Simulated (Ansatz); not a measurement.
One arrangement of a pair

The pair of HF (SMILES F, atoms 1–2) and N$_{2}$ (SMILES N#N, atoms 3–4), both closed shells, in one local arrangement (a lower one may exist), relaxed at PBE0-D4/def2-TZVP:

```json
{"atom": "F1", "x (Å)": "-0.0829", "y (Å)": "-0.1236", "z (Å)": "-1.9742"}
{"atom": "H2", "x (Å)": "-0.0436", "y (Å)": "-0.0630", "z (Å)": "-1.0530"}
{"atom": "N3", "x (Å)": "0.0409", "y (Å)": "0.0616", "z (Å)": "0.9708"}
{"atom": "N4", "x (Å)": "0.0856", "y (Å)": "0.1248", "z (Å)": "2.0564"}
```

Computed with Ansatz 0.2.0 (basis: def2-TZVPPD, with def2-QZVPPD for the basis limit); correlated methods freeze the cores. B3LYP uses VWN-RPA correlation. Extrapolation: Hartree–Fock as exp(−7.88 √X), correlation as X^−2.97. Interaction energies count from these two fragments, frozen as in the pair, with the counterpoise correction; negative means bound.

**Question.** What is the interaction energy by CCSD(T) at an estimated basis limit (MP2 extrapolated from triple and quadruple zeta, plus CCSD(T) − MP2 in triple zeta)? (To be estimated.)

**Answer.** Computed: -9.6 kJ/mol. Hartree–Fock alone gives -3.8 kJ/mol at the basis limit. It counts from the two fragments frozen as in the pair.

The same quantity by other methods in triple zeta, and each one's difference from that estimate:
```csv
method,E_int (kJ/mol),difference
PBE-D4,-11.7,-2.1
revPBE-D4,-8.7,0.9
BLYP-D4,-9.9,-0.3
r2SCAN-D4,-9.6,0.0
B97M-V,-10.5,-0.9
PBE0-D4,-10.5,-0.9
B3LYP-D4,-10.2,-0.6
HSE06-D4,-10.6,-1.0
wB97X-V,-9.6,0.1
wB97M-V,-9.3,0.3
B2PLYP,-9.2,0.4
HF,-3.7,5.9
MP2,-9.3,0.3
CCSD,-8.0,1.6
CCSD(T),-8.9,0.7
```
Differences are method less estimate.

**Question.** Which atoms make the shortest contact between the fragments?

**Answer.** H2 and N3, 2.03 Å apart.

Basis-set superposition shift (counterpoise-corrected less uncorrected): CCSD(T) 1.7; MP2 1.7; HF 0.2; PBE0-D4 0.3; wB97M-V 0.2 kJ/mol.

The T1 diagnostic stays at or below 0.014.

For scale, one of the runs: CCSD(T)/def2-TZVPPD, 131 basis functions, launched by `ansatz run in.yaml --threads 2 --pin off --events-out ev --progress --plain --max-ram 5222MiB`. Hardware: 2 CPU threads of an Arm Neoverse V1, shared host. Wall time about 4.3 s.
